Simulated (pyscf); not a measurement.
One four-centre exchange on the singlet surface with elements of a group swapped. ωB97M-D3(BJ)/def2-TZVP, eV, from the separated reactants. Structures and frequencies: ωB97X-D3(BJ)/def2-SVP in PySCF.

| step | barrier | reaction energy | imaginary mode (i cm⁻¹) |
|---|---|---|---|
| HO–SiH₂–Si(F)(SiH₃)–SiH₃ + H₂ -> F–Si(SiH₃)(SiH₃)–SiH₃ + H₂O | ___ | ___ | 1311 |
| HO–SiH₂–Si(SiH₃)(SiH₃)–Cl + H₂ -> H₃Si–Si(SiH₃)(SiH₃)–Cl + H₂O | 2.16 | +0.61 | 1403 |

**Question.** What belongs in the gaps?

**Answer.** 
- HO–SiH₂–Si(F)(SiH₃)–SiH₃ + H₂ -> F–Si(SiH₃)(SiH₃)–SiH₃ + H₂O, barrier: 2.17
- HO–SiH₂–Si(F)(SiH₃)–SiH₃ + H₂ -> F–Si(SiH₃)(SiH₃)–SiH₃ + H₂O, reaction energy: +0.58

Row 1: On the product side the descent ends in a complex (not fully relaxed), 0.24 eV under the separated species and 1.86 eV under the saddle at ωB97X-D3(BJ)/def2-TZVP. Row 2: On the product side the descent ends in a complex (not fully relaxed), 0.22 eV under the separated species and 1.81 eV under the saddle at ωB97X-D3(BJ)/def2-TZVP. Each row is the saddle that its search found.
